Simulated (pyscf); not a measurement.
`[F][B]([F])[F]` + `[CH4]` → `[CH3][F]` + `[F][BH][F]`, a four-centre exchange (singlet surface; B–F, C–H broken, C–F, B–H formed). Single points on ωB97X-D3(BJ)/def2-SVP structures (PySCF, gas phase). Correlated levels are frozen-core, on RHF or UHF. ΔMP2 is the change of the MP2 total energy from the triple- to the quadruple-zeta basis. Energies in eV from the separated reactants.

AM1 to PM7: differences of heats of formation from MOPAC, which are fitted to 298 K values and so differ in kind from electronic energies by zero-point and thermal terms. 

**Question.** In single points PM6 puts the saddle at 4.62 eV and the reaction energy at +2.50 eV. Should these be trusted to within a few kcal/mol? Compare with CCSD(T)/def2-TZVPP + ΔMP2(QZVPP).

**Answer.** CCSD(T)/def2-TZVPP + ΔMP2(QZVPP) gives ΔE‡ = 4.55 eV and ΔE = +2.47 eV. PM6 lies 0.06 eV over it in the barrier and 0.02 eV over it in the reaction energy, so on this step it holds to within 0.13 eV. CCSD(T)/def2-TZVPP + ΔMP2(QZVPP) has limits of its own. The same reactants have a lower exit, to HF + H₃C–B(F)–F (barrier +2.49 eV at ωB97M-D3(BJ)/def2-TZVP, against +4.40 eV here). This is the saddle that the search found; another between the same sides may lie lower. The CCSD(T) − MP2 part came from Ansatz, without density fitting, on the same reference.
